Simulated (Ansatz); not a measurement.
**Forces away from equilibrium**

AlH2O2 (SMILES [O][AlH][OH]), doublet, displaced at random from a GFN2-xTB minimum.

```
5
angstrom
O -1.2606 -1.2307 1.0979
Al -0.3616 -0.3215 0.1484
O 0.8514 0.6810 0.0553
H -0.8756 -0.4544 -1.3095
H 1.5998 1.2904 -0.0085
```

Ansatz 0.2.0; basis: def2-TZVPP; cores frozen in the correlated methods; orbitals are unrestricted.

CCSD(T) forces from the calculation:
| atom | Fx | Fy | Fz (eV/Å) |
| --- | --- | --- | --- |
| O1 | -2.476 | -2.626 | 3.237 |
| Al2 | 0.483 | 1.097 | -3.675 |
| O3 | 3.569 | 2.787 | 0.475 |
| H4 | -0.608 | -0.435 | -0.308 |
| H5 | -0.968 | -0.824 | 0.271 |

Root-mean-square difference of the force components from those of CCSD(T): PBE0-D4 0.253; wB97M-V 0.113; r2SCAN-D4 0.371; PBE-D4 0.583; BLYP-D4 0.541; revPBE-D4 0.507 eV/Å.

The T1 diagnostic stays at or below 0.024. ⟨S²⟩ of the unrestricted Hartree–Fock references: 0.76 (a pure state has 0.75). These are differences at one structure, and CCSD(T) in triple zeta is itself an approximation.

For scale, one of the runs: CCSD(T)/def2-TZVPP forces, 132 basis functions (an equivalent command: `ansatz run in.yaml --threads 4`). Hardware: 4 CPU threads, shared host. Wall time 100 s; peak host memory 2.7 GiB.
